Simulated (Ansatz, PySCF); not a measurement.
System: NO2, charge 0, doublet. NO2 (SMILES [O]N=O, doublet).
B3LYP-D3(BJ)/def2-TZVP minimum from Ansatz (a first-principles code):
```
N
O 1 1.1906
O 1 1.1906 2 134.41
```
Charge 0, spin multiplicity 2.

Quantity: enthalpy of formation at 298 K (by atomisation, with ideal-gas terms from PySCF's Hessian at B3LYP-D3(BJ)/def2-TZVP and the atoms' measured values of the G2/97 table; no spin-orbit terms), in kcal/mol. Open shells are spin-unrestricted; no spin-orbit coupling. CBS(X,Y): correlation extrapolated as X^-3, Hartree-Fock from the larger set (Q,5: extrapolated as (X+1)exp(-9√X)). A bracket is a step between two methods taken in the basis named. The functionals are non-relativistic, so their misses hold any scalar relativity. Double hybrids freeze cores in their MP2 part. 'core' is core correlation in cc-pwCVTZ, 'X2C' scalar relativity in cc-pVTZ-DK, both at CCSD(T).

Measured: 8.1 kcal/mol, 34.0 kJ/mol (Active Thermochemical Tables 1.112 (ions: stationary electron), as tabulated in the package chemicals); atomic spin-orbit terms, which the calculations lack, would raise the computed values.

Q: How far off this value is PBE/def2-TZVPD (Ansatz), in which direction, and which of these levels come nearer: r2SCAN/def2-TZVPD, B3LYP/def2-TZVPD, wB97M-V/def2-TZVPD, B2PLYP/def2-TZVPD, CCSD(T)/CBS(cc-pVQZ,cc-pV5Z) + core + X2C?

A: PBE gives -34.2 kcal/mol, 42.3 kcal/mol below it. Errors of the others: r2SCAN/def2-TZVPD (Ansatz) -11.2; B3LYP/def2-TZVPD (Ansatz) -5.3; wB97M-V/def2-TZVPD (Ansatz) -2.0; B2PLYP/def2-TZVPD (Ansatz) -3.6; CCSD(T)/CBS(cc-pVQZ,cc-pV5Z) + core + X2C (Ansatz) 1.0; CCSD(T)/CBS(cc-pVQZ,cc-pV5Z) + [CCSDT(Q) - CCSD(T)]/cc-pVTZ + core + X2C (Ansatz) -0.5 kcal/mol. Nearer than PBE: r2SCAN/def2-TZVPD, B3LYP/def2-TZVPD, wB97M-V/def2-TZVPD, B2PLYP/def2-TZVPD, CCSD(T)/CBS(cc-pVQZ,cc-pV5Z) + core + X2C, CCSD(T)/CBS(cc-pVQZ,cc-pV5Z) + [CCSDT(Q) - CCSD(T)]/cc-pVTZ + core + X2C.
